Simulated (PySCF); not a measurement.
**NMR problem set**

Theoretical values (PySCF 2.14): geometry from PBE0-D3(BJ)/def2-SVP, shieldings: GIAO PBE0/pcSseg-1, B3LYP/pcJ-1 coupling constants (spin–dipole term left out of most H,H and C,H couplings). Single conformer, no relativistic terms, averaged over atoms made equivalent by symmetry, fast rotation or ring inversion, isolated molecule.

Referencing at the same level of theory: ¹H (σref 31.27), ¹³C (σref 184.41) vs TMS. Multiplet labels drop J under 1 Hz and among equivalent protons, and merge close values. Unscaled 3J(H,H) run several per cent high. Shifts are as computed. Against solution values, carbons near 30 ppm lie about +2 ppm off and those near 130 ppm about +5 ppm. Of 1211 compounds with measured shifts, 218 miss one by over three times the rms of a fit or turn the order of signals round; such compounds aren't used in these exercises. Across acyclic CH2–CH2 and CH–CH2 bonds, 3J(H,H) assumes equally populated rotamers.

Task: C₄H₅NO. ¹H NMR (300 MHz, computed): δ 9.81 (s, 1H), 2.59 (t, J = 7.8 Hz, 2H), 2.26 (t, J = 7.8 Hz, 2H). ¹³C{¹H} NMR (computed): δ 201.9 (CH), 123.7 (C), 44.1 (CH2), 10.8 (CH2). Identify the compound.

Result: `InChI=1S/C4H5NO/c5-3-1-2-4-6/h4H,1-2H2`. The formula gives 3 degrees of unsaturation (no ring in the answer). 4 carbon signals for 4 carbons: no two carbons are equivalent. Carbon types of the structure: 1 × C, 1 × CH, 2 × CH2, which accounts for all hydrogens. δC 201.9: aldehyde carbonyl carbon; low-lying n→π* states of the double bond to the heteroatom give a large paramagnetic term (-264 ppm). δC 123.7: nitrile carbon; C≡N carbons fall here, among the sp2 signals but without a proton. δH 9.81: hydrogen on an aldehyde carbonyl carbon; the formyl region, downfield of aromatic protons. δH 2.59: hydrogen on an sp3 CH2 α to a carbonyl; α to C=O. The protons at 2.26 and 2.59 share a coupling of 7.8 Hz (vicinal).

The shifts were computed for this structure.

Task: C₄H₅NO. ¹H NMR (400 MHz, computed): δ 7.94 (d, J = 1.8 Hz, 1H), 5.97 (dq, J = 1.8, 1.1 Hz, 1H), 2.48 (d, J = 1.1 Hz, 3H). ¹³C{¹H} NMR (computed): δ 172.8 (C), 153.4 (CH), 105.8 (CH), 13.6 (CH3). Identify the compound.

Result: 5-methylisoxazole (Cc1ccno1). Rings plus π bonds: 3 (1 ring in the answer). 4 carbon signals for 4 carbons: no two carbons are equivalent. Carbon types of the structure: 1 × C, 2 × CH, 1 × CH3, which accounts for all hydrogens. δC 172.8: substituted aromatic carbon next to the ring oxygen. δC 153.4: aromatic CH next to a ring nitrogen; the adjacent pyridine-type nitrogen withdraws density from it. δC 105.8: aromatic CH. δC 13.6: methyl carbon on an aromatic ring; aliphatic region, no heteroatom directly attached.

The data come from this structure; uniqueness wasn't tested.

Task: C₄H₅NO. ¹H NMR (400 MHz, computed): δ 2.11 (tt, J = 8.2, 4.3 Hz, 1H), 0.78 (m, 2H), 0.58 (m, 2H). ¹³C{¹H} NMR (computed): δ 117.3 (C), 23.6 (CH), 11.8 (CH2). Give a structure.

Result: `O=C=NC1CC1`. The formula gives 3 degrees of unsaturation (1 ring in the answer). 3 carbon signals for 4 carbons: some carbons are equivalent by symmetry or fast rotation. Carbon types of the structure: 1 × C, 1 × CH, 2 × CH2, which accounts for all hydrogens. δC 117.3: central carbon of a heterocumulene. δC 23.6, 11.8: three-membered-ring carbon. δH 2.11, 0.78, 0.58: hydrogen on a three-membered-ring carbon.

The data come from this structure; uniqueness wasn't tested.
